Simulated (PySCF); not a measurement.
Stretching LiSi⁺

Set-up: Li def2-TZVP, Si def2-TZVP; no relativity (PySCF 2.14). Energies in eV from Li⁺ + Si in their ground configurations at the same level. State: ³Π (triplet), unpaired electrons σ ↑, π ↑.

All columns are PBE0. A positive dipole points towards Si; it is taken about the centre of mass and depends on that origin.

```
R (Å)  E (eV)   μ (D)  Mulliken charge on Li (basis-dependent)  HOMO (eV)  LUMO (eV)  Mayer bond order  ⟨S²⟩
2.366  -0.589   -6.03                                     0.89     -11.18      -8.91              0.21  2.01
2.476  -0.684   -6.40                                     0.88     -11.04      -8.77              0.22  2.01
2.586  -0.736   -6.78                                     0.87     -10.90      -8.63              0.24  2.01
2.668  -0.754   -7.07                                     0.86     -10.80      -8.53              0.25  2.01
2.751  -0.759   -7.37                                     0.86     -10.71      -8.44              0.26  2.01
2.833  -0.753   -7.67                                     0.85     -10.62      -8.35              0.26  2.01
2.944  -0.734   -8.08                                     0.85     -10.50      -8.23              0.27  2.01
3.081  -0.699   -8.60                                     0.84     -10.36      -8.09              0.28  2.01
3.246  -0.646   -9.24                                     0.84     -10.20      -7.93              0.28  2.01
3.466  -0.570  -10.13                                     0.84     -10.00      -7.72              0.28  2.01
```

A fit through these points gives, at Re = 2.744 Å, μ = -7.34 D and dμ/dR = -3.62 D/Å; the reduced mass is 5.609 u.

Question: How strong is the fundamental in the double-harmonic approximation, I = 42.26·(dμ/dR)²/μred km/mol?

Answer: I = 42.26·(-3.62)²/5.609 = 98.7 km/mol at PBE0.

For an ion De counts to the pair picked by the measured ionisation energies or electron affinities, which need not be the lowest pair at this level. The state is the lowest determinant that a PBE0 search found; another state may lie lower at other levels.
